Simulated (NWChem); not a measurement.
Total energies of tetrafluoroethylene (C2F4)

```xyz
6

F      1.0955     0.0000     1.3807
C      0.0000     0.0000     0.6647
F     -1.0955     0.0000     1.3807
C      0.0000     0.0000    -0.6647
F     -1.0955     0.0000    -1.3807
F      1.0955     0.0000    -1.3807
```
Charge 0, spin multiplicity 1.

Everything below was run with NWChem. The geometry was optimised at PBE0/def2-SVP, a minimum by its harmonic frequencies.

Basis set: 6-31G* (84 functions).

```csv
method,total energy (Ha)
RHF,-473.40987
MP2,-474.32672
B2PLYP,-475.11790
PBE,-475.04061
B3LYP,-475.49379
PBE0,-475.04223
CCSD(T),-474.36442
```

Total energies of different functionals aren't comparable as a measure of quality: only differences taken within one method are. 

The correlated methods keep 6 core orbitals frozen. B3LYP has NWChem's definition, with VWN1-RPA local correlation. The Pople sets run with spherical d functions. No row is a measurement; the coupled-cluster row has its own basis-set and correlation limits.
